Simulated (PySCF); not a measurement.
Electrostatic solvation of a mixed set.

All values: wB97X-D/def2-SVPD (PySCF, non-relativistic), each on one gas-phase PBE0-D3(BJ)/def2-SVP geometry that isn't relaxed in the solvent. The solvent is an IEF-PCM continuum (Bondi radii, 1.10 Å for H, scaled by 1.2). Specific hydrogen bonds and non-electrostatic terms are outside this model.

Question: Order them by E(solvent) − E(gas) in chloroform (ε = 4.711), most negative first (kcal/mol).
A. `C=CC`
B. `[CH3:1]/[N:2]=[CH:3]\[C:4]#[C:5][B:6]([OH:7])[OH:8]` with C5–B6–O7–H 180°, C5–B6–O8–H 179°
C. `[CH3:1][C:2](=[O:3])[NH:4][CH:5]1[CH2:6][CH2:7]1` with C1–C2–N4–C5 180°, C2–N4–C5–C6 -142°

Answer: B (-8.5), C (-6.4), A (-1.0).

```
        SMILES  charge  ΔE (kcal/mol)  polarisation term (kcal/mol)  HOMO shift (eV)  dipole gas (D)  dipole solvent (D)  atoms  lowest singlet, gas (eV)  lowest singlet, solvent (eV)
C/N=C\C#CB(O)O       0           -8.5                          -9.6            -0.20            4.27                5.09     14                      4.42                          4.52
  CC(=O)NC1CC1       0           -6.4                          -7.5            +0.04            3.87                4.92     16                      5.82                          6.00
          C=CC       0           -1.0                          -1.1            -0.01            0.42                0.53      9                      7.44                          7.31
```

The polarisation term is half the interaction of the solute with the induced surface charges. Singlets are vertical TDDFT energies (frozen core, non-equilibrium response), the lowest in each medium.

The pairwise dispersion term of wB97X-D wasn't added to the energies; at a given geometry it leaves orbitals and properties as they are.
